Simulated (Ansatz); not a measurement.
Level of theory: frozen-core CCSD(T)/def2-TZVPP // PBE0-D4/def2-SVP run with Ansatz (a first-principles code).

Ansatz 0.2 input:
```yaml
crystal:
  periodic: [false, false, false]
  atoms:
    - { symbol: C, position_ang: [-0.342425, 0.010563, -0.015956] }
    - { symbol: O, position_ang: [0.95552, 0.524219, -0.077509] }
    - { symbol: H, position_ang: [-0.606604, -0.39645, 0.980293] }
    - { symbol: H, position_ang: [-1.039662, 0.835469, -0.225515] }
    - { symbol: H, position_ang: [-0.537094, -0.781381, -0.766217] }
    - { symbol: H, position_ang: [1.570265, -0.192419, 0.104905] }
basis:
  gaussian: { orbitals: def2-TZVPP }
correlation:
  method: ccsd_t
```

Output:

```
Functional definition: HF
700 factors; integrals over basis functions are off by at most 9.1e-4 eV
mean field evaluation 1: about -3130.1389 eV, gradient 3.0e1 eV
mean field evaluation 2: about -3130.1406 eV, gradient 3.0e1 eV
mean field evaluation 4: about -3131.8520 eV, gradient 2.6e0 eV
mean field evaluation 8: about -3131.8718 eV, gradient 9.0e-5 eV
mean field evaluation 16: about -3131.8708 eV, gradient 5.5e-1 eV
mean field -3131.87184358 eV, -115.0941673926 hartree, gradient 1.1e-6 eV, S^2 0.000000; 0 other end points of the search recorded, 0 dependent functions left out
2 core orbitals not correlated
reference -3131.87184358 eV, -115.0941673926 hartree; 7, 7 occupied and 109, 109 virtual orbitals, 700 factors
second order -11.61938521 eV of doubles, -0.00000000 eV of singles
cycle   1  -11.82812898 eV  change   -2.1e-1 eV  update   6.1e-2
cycle   2  -12.08967453 eV  change   -2.6e-1 eV  update   1.7e-2
cycle   3  -12.13748146 eV  change   -4.8e-2 eV  update   7.1e-3
cycle   4  -12.13457432 eV  change    2.9e-3 eV  update   1.5e-3
cycle   5  -12.13501572 eV  change   -4.4e-4 eV  update   5.3e-4
cycle   6  -12.13523253 eV  change   -2.2e-4 eV  update   1.5e-4
cycle   7  -12.13517831 eV  change    5.4e-5 eV  update   5.6e-5
cycle   8  -12.13517432 eV  change    4.0e-6 eV  update   2.0e-5
cycle   9  -12.13517574 eV  change   -1.4e-6 eV  update   5.9e-6
perturbative correction -0.39820233 eV, -0.0146336656 hartree
Total energy: -3144.40522165 eV, -115.5547605412 hartree
```

Cost: around 6 core-seconds (rough).
